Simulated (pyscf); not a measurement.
NH₃ + F–SiH₂–Cl -> H₂N–SiH₂–Cl + HF (four-centre exchange; singlet surface; H–N, F–Si broken, N–Si, F–H formed). Single points on ωB97X-D3(BJ)/def2-SVP structures (PySCF, gas phase). Energies in kcal/mol from the separated reactants.

```tsv
level	barrier	reaction energy
ωB97X-D3(BJ)/def2-TZVP	28.4	+18.0
PBE/def2-TZVP	___	___
r²SCAN/def2-TZVP	27.2	+19.6
PBE0-D3(BJ)/def2-TZVP	26.1	+17.3
M06-2X/def2-TZVP	29.7	+18.2
HF/def2-TZVP	___	+20.7
```

**Question.** Some entries are withheld; supply them.

**Answer.** 
- PBE/def2-TZVP, barrier: 25.2
- PBE/def2-TZVP, reaction energy: +18.7
- HF/def2-TZVP, barrier: 47.9

The functionals in the table span 4.4 kcal/mol in this barrier, from PBE to M06-2X. On the reactant side the descent ends in an adduct with a N–Si contact, 4.4 kcal/mol under the separated species and 32.8 kcal/mol under the saddle at ωB97X-D3(BJ)/def2-TZVP. On the product side the descent ends in a complex, 7.0 kcal/mol under the separated species and 17.5 kcal/mol under the saddle at ωB97X-D3(BJ)/def2-TZVP. What is counted as formed (N–Si) is already present as a longer contact in the reactant adduct; forming that adduct is a step of its own. The same reactants have a lower exit, to H₂N–SiH₂–F + HCl (barrier +10.2 kcal/mol at ωB97M-D3(BJ)/def2-TZVP, against +29.1 kcal/mol here). One saddle was located; it need not be the lowest between these sides.
